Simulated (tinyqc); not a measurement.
Worked calculation: Pariser-Parr-Pople SCF with singles CI, for the molecule C=C1C=C1 (SMILES; centres numbered as the heavy atoms are written). One step of it, computed by the program tinyqc.

Question. Iteration 1: orbitals and new P. Diagonalise F (the basis is taken as orthonormal) and form P = 2 sum c c over the lowest orbitals; 0.5 of the old P is kept.

F (eV):
```
           1C         2C         3C         4C
1C  -5.274212  -4.671733   0.625532   0.625532
2C  -4.671733  -5.512055  -3.065801  -3.065801
3C   0.625532  -3.065801  -5.315749  -4.787842
4C   0.625532  -3.065801  -4.787842  -5.315749
```

pi electrons, sum of z_r less the charge = 4

P at the start:
```
           1C        2C         3C         4C
1C   0.827075  0.853696  -0.347347  -0.347347
2C   0.853696  1.378650   0.252812   0.252812
3C  -0.347347  0.252812   0.897137   0.897137
4C  -0.347347  0.252812   0.897137   0.897137
```

Give: orbital energies; P after iteration 1.

Answer.

orbital energies (eV): -13.1714  -8.3213  -0.5279  0.6029

P after iteration 1:
```
         1C      2C       3C       4C
1C   1.0339  0.8649  -0.3213  -0.3213
2C   0.8649  1.1838   0.2968   0.2968
3C  -0.3213  0.2968   0.8912   0.8912
4C  -0.3213  0.2968   0.8912   0.8912
```
